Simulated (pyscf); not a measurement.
Optimised with ωB97X-D3(BJ)/def2-SVP in PySCF.

SMILES: CB(C)CCl
```xyz
13

C     -1.9147    -0.6701     0.8495
B     -0.3559    -0.4741     0.6988
C      0.4914     0.2841     1.7802
C      0.3288    -1.0782    -0.5956
Cl     2.1004    -0.8497    -0.7302
H     -2.1127    -1.2346     1.7791
H     -2.4138    -1.1874     0.0155
H     -2.3985     0.3118     0.9980
H     -0.0799     0.6487     2.6465
H      1.0058     1.1349     1.2976
H      1.3114    -0.3696     2.1268
H     -0.1358    -0.6395    -1.4949
H      0.1240    -2.1607    -0.6503
```

Task: How much does it cost (ΔH, 298 K, ωB97M-D3(BJ)/def2-TZVP) to split H₃C–B(CH₃)–CH₂–Cl at its C–Cl bond into •H₂C–B(CH₃)–CH₃ + Cl•?

Result: C–Cl to •H₂C–B(CH₃)–CH₃ + Cl•: 327.2 kJ/mol. The 7 functionals that were run give +311.6 (B3LYP-D3(BJ)) to +332.8 kJ/mol (PBE). The radicals are drawn with the spin at the cut bond; how far it spreads was not checked. Other isomers of •H₂C–B(CH₃)–CH₃ were not searched in full and may lie lower. Left out: the spin-orbit lowering of Cl.
